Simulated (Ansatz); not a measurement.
Worked example: correlation energy of [OH···H···H], doublet

Geometry: a point of a hydrogen-transfer path between rigid fragments, not a stationary point.

```
atom    x (Å)    y (Å)   z (Å)
   O  -0.1752  -0.0491  0.0000
   H  -0.4245   0.8775  0.0000
   H   1.1958  -0.0491  0.0000
   H   2.0088  -0.0491  0.0000
```

Basis 6-31G; Ansatz 0.2.0. Correlated methods freeze the noble-gas cores, which leaves 9 electrons in 14 orbitals. Prefix R: restricted or restricted open-shell reference; prefix U: unrestricted.

Full CI is exact within this basis and frozen core; it isn't the basis-set limit. The frozen core follows each run's orbitals, which can shift R against U totals by a few meV.

Runs differ by some tens of microhartree through their thresholds and, for an open shell, their frozen cores, so steps under 0.1 kcal/mol mean nothing.

| level | total energy (hartree) |
| --- | --- |
| UHF | -76.458132 |
| UMP2 | -76.572051 |
| UCCSD | -76.590050 |
| UCCSD(T) | -76.591224 |
| UCCSDT | -76.591420 |
| UCCSDT(Q) | -76.591715 |
| UCCSDTQ | -76.591718 |
| full CI | -76.591720 |

Problem. What is the correlation energy at full CI, and what share of it do UMP2 and UCCSDT recover?

Solution. E(corr) = -76.591720 − (-76.458132) = -0.133588 hartree = -3.635 eV. UMP2: -0.113919 / -0.133588 = 85.28 %. UCCSDT: -0.133288 / -0.133588 = 99.78 %.

Problem. By how many kcal/mol does UCCSD(T) miss full CI (1 hartree = 627.509 kcal/mol), and which steps make up the rest?

Solution. -76.591224 − (-76.591720) = 0.000496 hartree = 0.31 kcal/mol. Steps: UCCSDT − UCCSD(T) = -0.12, UCCSDT(Q) − UCCSDT = -0.19, UCCSDTQ − UCCSDT(Q) = 0.00, full CI − UCCSDTQ = 0.00 kcal/mol. That is within 1 kcal/mol of the reference in this basis, which itself misses far more of the correlation at the basis-set limit.
